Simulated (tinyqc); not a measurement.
ROHF in the sto-3g basis, for BH2, spin multiplicity 2, step by step. This run ends on a higher stationary point, not on the lowest solution. One step of it, computed by the program tinyqc.

Task: Iteration 2: Roothaan effective Fock matrix. With projectors Pc = D(beta) S, Po = (D(alpha) - D(beta)) S, Pv = 1 - D(alpha) S, the block xy is Px^T F Py; with Fc = (F(alpha) + F(beta))/2, the blocks are Fc for cc, oo, vv and cv, F(beta) for co and F(alpha) for ov.

F(alpha) (hartree):
```
            1B 1s      1B 2s     1B 2px     1B 2py     1B 2pz      2H 1s      3H 1s
1B 1s   -7.298417  -2.166035   0.000000  -0.000625   0.013398  -0.630066  -0.546326
1B 2s   -2.166035  -1.056869   0.000000  -0.014941  -0.098971  -0.616630  -0.570973
1B 2px   0.000000   0.000000  -0.210256   0.000000   0.000000   0.000000   0.000000
1B 2py  -0.000625  -0.014941   0.000000  -0.235192  -0.004520  -0.372564   0.360157
1B 2pz   0.013398  -0.098971   0.000000  -0.004520   0.237016  -0.110727  -0.107684
2H 1s   -0.630066  -0.616630   0.000000  -0.372564  -0.110727  -0.423328  -0.133516
3H 1s   -0.546326  -0.570973   0.000000   0.360157  -0.107684  -0.133516  -0.377574
```

F(beta) (hartree):
```
            1B 1s      1B 2s    1B 2px     1B 2py     1B 2pz      2H 1s      3H 1s
1B 1s   -7.278153  -2.136039  0.000000  -0.000625   0.013398  -0.621244  -0.538492
1B 2s   -2.136039  -0.936523  0.000000  -0.014941  -0.098971  -0.576993  -0.535187
1B 2px   0.000000   0.000000  0.376517   0.000000   0.000000   0.000000   0.000000
1B 2py  -0.000625  -0.014941  0.000000  -0.203563  -0.004520  -0.362943   0.351289
1B 2pz   0.013398  -0.098971  0.000000  -0.004520   0.268645  -0.107583  -0.104783
2H 1s   -0.621244  -0.576993  0.000000  -0.362943  -0.107583  -0.405266  -0.123800
3H 1s   -0.538492  -0.535187  0.000000   0.351289  -0.104783  -0.123800  -0.362463
```

D(alpha) after iteration 1:
```
            1B 1s      1B 2s    1B 2px     1B 2py     1B 2pz      2H 1s      3H 1s
1B 1s    1.031971  -0.091493  0.000000  -0.001061  -0.032226  -0.089516  -0.087059
1B 2s   -0.091493   0.334024  0.000000  -0.001674   0.082643   0.197975   0.202533
1B 2px   0.000000   0.000000  1.000000   0.000000   0.000000   0.000000   0.000000
1B 2py  -0.001061  -0.001674  0.000000   0.285840  -0.000927   0.215078  -0.219570
1B 2pz  -0.032226   0.082643  0.000000  -0.000927   0.020540   0.048920   0.050814
2H 1s   -0.089516   0.197975  0.000000   0.215078   0.048920   0.281832  -0.044063
3H 1s   -0.087059   0.202533  0.000000  -0.219570   0.050814  -0.044063   0.290983
```

D(beta) after iteration 1:
```
            1B 1s      1B 2s    1B 2px     1B 2py     1B 2pz      2H 1s      3H 1s
1B 1s    1.031971  -0.091493  0.000000  -0.001061  -0.032226  -0.089516  -0.087059
1B 2s   -0.091493   0.334024  0.000000  -0.001674   0.082643   0.197975   0.202533
1B 2px   0.000000   0.000000  0.000000   0.000000   0.000000   0.000000   0.000000
1B 2py  -0.001061  -0.001674  0.000000   0.285840  -0.000927   0.215078  -0.219570
1B 2pz  -0.032226   0.082643  0.000000  -0.000927   0.020540   0.048920   0.050814
2H 1s   -0.089516   0.197975  0.000000   0.215078   0.048920   0.281832  -0.044063
3H 1s   -0.087059   0.202533  0.000000  -0.219570   0.050814  -0.044063   0.290983
```

overlap S:
```
           1B 1s     1B 2s    1B 2px     1B 2py    1B 2pz     2H 1s      3H 1s
1B 1s   1.000000  0.269328  0.000000   0.000000  0.000000  0.076845   0.066498
1B 2s   0.269328  1.000000  0.000000   0.000000  0.000000  0.508965   0.475875
1B 2px  0.000000  0.000000  1.000000   0.000000  0.000000  0.000000   0.000000
1B 2py  0.000000  0.000000  0.000000   1.000000  0.000000  0.483504  -0.463970
1B 2pz  0.000000  0.000000  0.000000   0.000000  1.000000  0.158008   0.151785
2H 1s   0.076845  0.508965  0.000000   0.483504  0.158008  1.000000   0.084773
3H 1s   0.066498  0.475875  0.000000  -0.463970  0.151785  0.084773   1.000000
```

Give: effective F.

Result:

effective F (hartree):
```
          1B 1s    1B 2s  1B 2px   1B 2py   1B 2pz    2H 1s    3H 1s
1B 1s   -7.2883  -2.1510  0.0000  -0.0006   0.0134  -0.6257  -0.5424
1B 2s   -2.1510  -0.9967  0.0000  -0.0149  -0.0990  -0.5968  -0.5531
1B 2px   0.0000   0.0000  0.0831   0.0000   0.0000   0.0000   0.0000
1B 2py  -0.0006  -0.0149  0.0000  -0.2194  -0.0045  -0.3678   0.3557
1B 2pz   0.0134  -0.0990  0.0000  -0.0045   0.2528  -0.1092  -0.1062
2H 1s   -0.6257  -0.5968  0.0000  -0.3678  -0.1092  -0.4143  -0.1287
3H 1s   -0.5424  -0.5531  0.0000   0.3557  -0.1062  -0.1287  -0.3700
```
